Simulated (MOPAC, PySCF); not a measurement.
Potential energy surface of BF₃, singlet: umbrella (inversion) coordinate, bond length relaxed. Scanned: angle between the B-F bonds and the threefold axis (90 = planar). Other coordinates (B-F bond length) were minimised at B3LYP/def2-TZVP. Each profile is relative to its own lowest point.

```csv
a / °,A,B,C
90,0.0,0.0,0.0
93,2.7,3.8,3.7
96,10.6,15.1,15.0
99,24.1,34.3,33.7
102,43.2,61.7,60.1
105,68.3,97.8,94.5
108,100.2,143.3,137.3
111,139.6,199.2,189.3
114,187.8,266.7,251.2
117,246.5,347.2,324.5
120,318.3,442.4,410.9
123,406.5,554.4,512.2
126,515.0,685.7,630.4
129,648.7,838.9,767.7
132,813.4,1017.2,926.4
```

Energies in kJ/mol.

### Question
Which curve belongs to which method? The methods are PBE0/cc-pVDZ (PySCF); PM3, restricted, heats of formation (MOPAC 23.2.5); PySCF with restricted Hartree-Fock/3-21G.

### Answer
A is PM3; B is RHF/3-21G; C is PBE0.
